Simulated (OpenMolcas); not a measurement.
**A OpenMolcas job on SiH3 (silyl radical)**

Wanted: a single-point energy of SiH3 (silyl radical).

The calculation is run with OpenMolcas 26.06.

## 1. The system as given

SiH3 has 4 atoms, charge 0, and is taken as a doublet. As SMILES, `[SiH3]`. Geometry: relaxed at PBE0-D4/def2-TZVP.

Bond lengths: Si1–H2 1.486 Å, Si1–H3 1.486 Å, Si1–H4 1.486 Å. Angles: H2–Si1–H3 111.2°, H2–Si1–H4 111.2°, H3–Si1–H4 111.2°.

## 2. The run

Contents of step20.inp:

```
* H3Si CASPT2

&GATEWAY
 XBAS
 Si.ANO-L-VDZP
 H.ANO-L-VDZP
 End of Basis
 ZMAT
 Si1
 H2 1 1.486044
 H3 1 1.486043 2 111.24813
 H4 1 1.486043 3 111.24925 2 -124.63993
 End of ZMAT

&SEWARD

&RASSCF
 FileOrb
 $CurrDir/step2.RasOrb
 Spin
 2
 Nactel
 7 0 0
 Inactive
 5
 Ras2
 40
 OrbListing
 Nothing
 OrbAppear
 Compact

&CASPT2
```

Launch:

```
export MOLCAS_MEM=1860
pymolcas step20.inp > step20.log
```

Output:

```text
--- Start Module: gateway ---

                                              &GATEWAY

                       available to each process: 1.9 GB of memory, 1 thread

++    Symmetry information:
      ---------------------

                    Character Table for C1

                             E
                    a        1  x, y, xy, Rz, z, xz, Ry, yz, Rx, I
--

++    Basis set information:
      ----------------------

      Basis set label: SI.ANO-L...4S3P1D.

      Electronic valence basis set:
      ------------------
      Associated Effective Charge  14.000000 au
      Associated Actual Charge     14.000000 au
      Nuclear Model: Point charge

      Shell  nPrim  nBasis  Cartesian Spherical Contaminant
         s      17       4        X
         p      12       3        X
         d       5       1                 X

      Basis set label: H.ANO-L...2S1P.

      Electronic valence basis set:
      ------------------
      Associated Effective Charge   1.000000 au
      Associated Actual Charge      1.000000 au
      Nuclear Model: Point charge

      Shell  nPrim  nBasis  Cartesian Spherical Contaminant
         s       8       2        X
         p       4       1        X
--

++    Molecular structure info:
      -------------------------

[... 59 lines left out ...]
                   Integrals are discarded if absolute value <: 1.00E-14
                   Integral cutoff threshold is set to       <: 1.00E-16

            Nuclear Potential Energy             15.60329446 au

      Basis set specifications :
      Symmetry species         a
      Basis functions           33

--- Stop Module: seward /rc=_RC_ALL_IS_WELL_ ---
--- Module seward spent 1 second ---

--- Start Module: rasscf ---

                                              &RASSCF

                       available to each process: 1.9 GB of memory, 1 thread

 ****************** ERROR *******************
 ###############################################################################
 ###    ERROR: Erroneous nr of orbitals.                                     ###
 ###############################################################################
 Inappropriate nr of orbitals. One or more of
 these orbital counts is wrong or too large.
  Negative values.
    All orbitals:  33
          Frozen:   0
        Inactive:   5
          Active:  40
           RAS-1:   0
           RAS-2:  40
           RAS-3:   0
       Secondary: -12
         Deleted:   0
 Basis functions:  33
  Have you used a too small basis set?
 ********************************************
--- Stop Module: rasscf /rc=_RC_INPUT_ERROR_ ---

.####################.
.# User input error #.
.####################.

    Timing: Wall=1.77 User=1.46 System=0.31
```

Wall time 2 s (1 thread of Intel Xeon Platinum 8259CL at 2.50GHz (Skylake/Cascade Lake), shared host); peak memory 0.37 GiB.

## 3. Reading the log

The program broke off before the end.

The log says `ERROR: Erroneous nr of orbitals.`. Cause: the active space holds more orbitals than the basis has.
